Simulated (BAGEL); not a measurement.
**CH6OSi (SMILES CO[SiH3]) at HF/def2-SVPD (density fitting with qzvpp-jkfit)**

Aim: the vertical singlet–triplet gap of CH6OSi at HF/def2-SVPD (density fitting with qzvpp-jkfit), from 2 runs. 

The calculation is run with BAGEL 1.2.2.

**1. The molecule**

CH6OSi has 9 atoms, charge 0, and is taken as a singlet. SMILES: `CO[SiH3]`. Geometry: relaxed at PBE0-D4/def2-TZVP.

Bond lengths: C1–O2 1.408 Å, O2–Si3 1.642 Å, C1–H4 1.096 Å, C1–H5 1.091 Å, C1–H6 1.096 Å, Si3–H7 1.481 Å, Si3–H8 1.490 Å, Si3–H9 1.490 Å. Some angles: C1–O2–Si3 122.4°, O2–C1–H4 111.5°, O2–C1–H5 108.3°, O2–C1–H6 111.5°, O2–Si3–H7 106.5°, O2–Si3–H8 110.9°, O2–Si3–H9 110.9°, H4–C1–H5 108.4°, H4–C1–H6 108.5°, H5–C1–H6 108.4°.

**2. The energy at HF/def2-SVPD (density fitting with qzvpp-jkfit)**

input.json reads:

```json
{ "bagel" : [

{
  "title" : "molecule",
  "basis" : "def2-svpd.json",
  "df_basis" : "qzvpp-jkfit",
  "angstrom" : true,
  "geometry" : [
    { "atom" : "C", "xyz" : [   -0.416000,    1.012400,   -0.799700 ] },
    { "atom" : "O", "xyz" : [    0.634800,    0.132000,   -0.477800 ] },
    { "atom" : "Si", "xyz" : [    0.510500,   -0.985900,    0.718500 ] },
    { "atom" : "H", "xyz" : [   -1.314300,    0.468400,   -1.115000 ] },
    { "atom" : "H", "xyz" : [   -0.089800,    1.647800,   -1.624600 ] },
    { "atom" : "H", "xyz" : [   -0.677700,    1.654100,    0.050000 ] },
    { "atom" : "H", "xyz" : [    1.799300,   -1.713900,    0.749100 ] },
    { "atom" : "H", "xyz" : [   -0.611700,   -1.929000,    0.449700 ] },
    { "atom" : "H", "xyz" : [    0.253300,   -0.332200,    2.032900 ] }
  ]
},
{
  "title" : "hf"
},
{
  "title" : "print",
  "file" : "orbitals.molden",
  "orbitals" : true
}

]}
```

The basis set def2-SVPD is read from a file made from the Basis Set Exchange's data (not shown).

The run is started by

```sh
$ BAGEL_NUM_THREADS=1 BAGEL input.json > input.out
```

The log of the run:

```text
* using 1 threads per process

  ===============================================================
  ===============================================================

  *** Geometry ***

  { "atom" : "C", "xyz" : [     -0.786126,      1.913159,     -1.511214 ] },
  { "atom" : "O", "xyz" : [      1.199598,      0.249444,     -0.902911 ] },
  { "atom" : "Si", "xyz" : [      0.964705,     -1.863081,      1.357768 ] },
  { "atom" : "H", "xyz" : [     -2.483667,      0.885148,     -2.107045 ] },
  { "atom" : "H", "xyz" : [     -0.169697,      3.113891,     -3.070049 ] },
  { "atom" : "H", "xyz" : [     -1.280667,      3.125796,      0.094486 ] },
  { "atom" : "H", "xyz" : [      3.400184,     -3.238802,      1.415594 ] },
  { "atom" : "H", "xyz" : [     -1.155945,     -3.645282,      0.849810 ] },
  { "atom" : "H", "xyz" : [      0.478668,     -0.627767,      3.841624 ] },

  Number of auxiliary basis functions:      388

  Since a DF basis is specified, we compute 2- and 3-index integrals:
    o Being stored without compression. Storage requirement is 0.041 GB

  Number of basis functions:      115
  Number of electrons      :       34

    * METHOD: MOLECULE                             0.14

  *** RHF ***

  === Nuclear Repulsion ===
   118.2123950346

      * DIIS with orbital gradients will be used.

  === RHF iteration (def2-svpd.json) ===
      0       -404.81884812          0.01633538           0.05
      1       -404.93347074          0.01213479           0.04
      2       -405.00318482          0.00153507           0.05
      3       -405.00493081          0.00038919           0.05
      4       -405.00500937          0.00008164           0.05
      5       -405.00501385          0.00001352           0.04
      6       -405.00501401          0.00000259           0.04
      7       -405.00501402          0.00000074           0.05
      8       -405.00501402          0.00000020           0.04
      9       -405.00501402          0.00000007           0.05
     10       -405.00501402          0.00000002           0.04
     11       -405.00501402          0.00000000           0.05
    * SCF iteration converged.

    * Permanent dipole moment:
           (    0.446195,    -0.188280,    -0.050603) a.u.

    * METHOD: HF                                   0.67

    * METHOD: PRINT                                0.01

  ===============================================================
```

Wall time 0.99 s (1 thread of Intel Xeon 6975P-C (Granite Rapids), shared host).

**3. The triplet at the same level**

calc.json reads:

```json
{ "bagel" : [

{
  "title" : "molecule",
  "basis" : "def2-svpd.json",
  "df_basis" : "qzvpp-jkfit",
  "angstrom" : true,
  "geometry" : [
    { "atom" : "C", "xyz" : [   -0.416000,    1.012400,   -0.799700 ] },
    { "atom" : "O", "xyz" : [    0.634800,    0.132000,   -0.477800 ] },
    { "atom" : "Si", "xyz" : [    0.510500,   -0.985900,    0.718500 ] },
    { "atom" : "H", "xyz" : [   -1.314300,    0.468400,   -1.115000 ] },
    { "atom" : "H", "xyz" : [   -0.089800,    1.647800,   -1.624600 ] },
    { "atom" : "H", "xyz" : [   -0.677700,    1.654100,    0.050000 ] },
    { "atom" : "H", "xyz" : [    1.799300,   -1.713900,    0.749100 ] },
    { "atom" : "H", "xyz" : [   -0.611700,   -1.929000,    0.449700 ] },
    { "atom" : "H", "xyz" : [    0.253300,   -0.332200,    2.032900 ] }
  ]
},
{
  "title" : "uhf",
  "charge" : 0,
  "nopen" : 2
},
{
  "title" : "print",
  "file" : "orbitals.molden",
  "orbitals" : true
}

]}
```

The basis set def2-SVPD is read from a file made from the Basis Set Exchange's data (not shown).

The run is started by

```sh
$ BAGEL_NUM_THREADS=1 BAGEL calc.json > calc.out
```

The log of the run:

```text
* using 1 threads per process

  ===============================================================
  ===============================================================

  *** Geometry ***

  { "atom" : "C", "xyz" : [     -0.786126,      1.913159,     -1.511214 ] },
  { "atom" : "O", "xyz" : [      1.199598,      0.249444,     -0.902911 ] },
  { "atom" : "Si", "xyz" : [      0.964705,     -1.863081,      1.357768 ] },
  { "atom" : "H", "xyz" : [     -2.483667,      0.885148,     -2.107045 ] },
  { "atom" : "H", "xyz" : [     -0.169697,      3.113891,     -3.070049 ] },
  { "atom" : "H", "xyz" : [     -1.280667,      3.125796,      0.094486 ] },
  { "atom" : "H", "xyz" : [      3.400184,     -3.238802,      1.415594 ] },
  { "atom" : "H", "xyz" : [     -1.155945,     -3.645282,      0.849810 ] },
  { "atom" : "H", "xyz" : [      0.478668,     -0.627767,      3.841624 ] },

  Number of auxiliary basis functions:      388

  Since a DF basis is specified, we compute 2- and 3-index integrals:
    o Being stored without compression. Storage requirement is 0.041 GB

  Number of basis functions:      115
  Number of electrons      :       34

    * METHOD: MOLECULE                             0.14

  *** Open-shell HF ***

  === Nuclear Repulsion ===
   118.2123950346

      * DIIS with orbital gradients will be used.

  === UHF iteration (def2-svpd.json) ===
      0       -404.36451108          0.03886994           0.09
      1       -404.39541320          0.04879212           0.10
      2       -404.43319914          0.03984479           0.10
      3       -404.70799791          0.00515692           0.10
      4       -404.71839421          0.00249574           0.09
      5       -404.72253992          0.00205204           0.09
      6       -404.72834163          0.00180750           0.09
      7       -404.73418584          0.00151735           0.09
      8       -404.74240863          0.00051349           0.10
      9       -404.74182027          0.00107649           0.09
     10       -404.74285202          0.00027443           0.09
     11       -404.74291013          0.00012582           0.09
     12       -404.74295439          0.00009620           0.09
     13       -404.74298568          0.00004050           0.09
     14       -404.74299401          0.00002369           0.09
     15       -404.74299622          0.00001348           0.09
     16       -404.74299713          0.00000709           0.10
     17       -404.74299725          0.00000354           0.11
     18       -404.74299727          0.00000256           0.09
     19       -404.74299729          0.00000136           0.09
     20       -404.74299729          0.00000093           0.09
     21       -404.74299729          0.00000066           0.09
     22       -404.74299730          0.00000050           0.09
     23       -404.74299730          0.00000041           0.09
     24       -404.74299730          0.00000036           0.09
     25       -404.74299730          0.00000030           0.09
     26       -404.74299730          0.00000018           0.10
     27       -404.74299730          0.00000012           0.10
     28       -404.74299730          0.00000008           0.10
     29       -404.74299730          0.00000006           0.09
     30       -404.74299730          0.00000004           0.09
     31       -404.74299730          0.00000003           0.09
     32       -404.74299730          0.00000002           0.09
     33       -404.74299730          0.00000001           0.09
     34       -404.74299730          0.00000001           0.09
    * SCF iteration converged.

    * S^2 (UHF) is 2.0138

    * Permanent dipole moment:
           (    0.708954,    -1.249178,     0.881572) a.u.

    * METHOD: UHF                                  3.44

    * METHOD: PRINT                                0.01

  ===============================================================
```

It took 3.9 s on 1 thread of Intel Xeon 6975P-C (Granite Rapids), shared host.

**4. What came out**

At HF/def2-SVPD (density fitting with qzvpp-jkfit):

```
                                        quantity          value
                           singlet: total energy  -405.00501 Eh
                          singlet: dipole moment         1.24 D
                            singlet: HOMO energy      -12.00 eV
                            singlet: LUMO energy        2.47 eV
                          singlet: HOMO–LUMO gap       14.47 eV
                           triplet: total energy  -404.74300 Eh
                          triplet: dipole moment         4.28 D
                                   triplet: ⟨S²⟩          2.014
vertical energy of the triplet above the singlet       7.130 eV
```

At this shape the triplet lies 7.13 eV (164 kcal/mol) above the singlet.
